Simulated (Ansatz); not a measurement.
**PF, triplet: the ladder up to UCCSDTQ**

Geometry: a PBE0/def2-TZVP stationary point for this spin.

```xyz
2

F     0.0000    0.0000    0.0000
P     0.0000    0.0000    1.5934
```

Basis cc-pVDZ; Ansatz 0.2.0. Only valence electrons are correlated (noble-gas cores frozen), which leaves 12 electrons in 26 orbitals. Prefix R: restricted or restricted open-shell reference; prefix U: unrestricted. Active spaces: valence = (12e, 8o) chosen from the atoms' valence shells.

Full CI isn't at hand for all of this; UCCSDTQ serves as the reference, and is uncertain by about the last step of the cluster series. The frozen core follows each run's orbitals, which can shift R against U totals by a few meV.

For open shells CISD is restricted-active-space CI with the open shells as a complete middle space.

```
UHF ⟨S²⟩                          : 2.027
T1 diagnostic (RCCSD)             : 0.0208
largest doubles amplitude (RCCSD) : 0.056
T1 diagnostic (UCCSD)             : 0.0198
```

From what is known of these methods and the diagnostics, rank them by the size of their error in total energy against UCCSDTQ in cc-pVDZ, smallest first (an estimate: the text doesn't fix the numbers).
A. UCCSDT
B. MRCISD+Q (valence space)
C. NEVPT2 (valence space)
D. UMP2
E. MRCISD (valence space)

A (0.35 kcal/mol), B (1.52 kcal/mol), E (12.47 kcal/mol), D (15.01 kcal/mol), C (26.42 kcal/mol).

All errors are against UCCSDTQ in cc-pVDZ. Within each family the higher level lies nearer, as is usual though not guaranteed.

Natural occupations of CASSCF (valence space) about the gap: 1.996 1.996 1.976 1.004 1.004 0.026; effectively unpaired electrons, Σ n²(2−n)², 2.00.

Atomization energy (electronic, same basis, no zero-point term; atoms at the same level, unrestricted beside the R rows where the molecule is a closed shell, with restricted open-shell steps beyond CCSDT(Q)) at UCCSDTQ: 341.0 kJ/mol. Errors of other levels:

```
                   level  error (kJ/mol)
                     RHF          -139.7
                     UHF          -132.5
                    RMP2            21.4
                    UMP2            18.8
                    CISD           -47.7
                   RCCSD           -10.7
                   UCCSD           -10.6
                RCCSD(T)            -1.3
                UCCSD(T)            -1.4
                 BCCD(T)            -0.9
                  RCCSDT            -0.8
                  UCCSDT            -0.9
               RCCSDT(Q)             0.0
               UCCSDT(Q)             0.2
                 RCCSDTQ             0.1
  CASSCF (valence space)           -61.5
  NEVPT2 (valence space)            11.2
  MRCISD (valence space)           -35.3
MRCISD+Q (valence space)           -12.3
```

This basis is far from its limit, so the value isn't to be set against a measured one. Truncated CI isn't size-consistent, which counts against it in atomization.
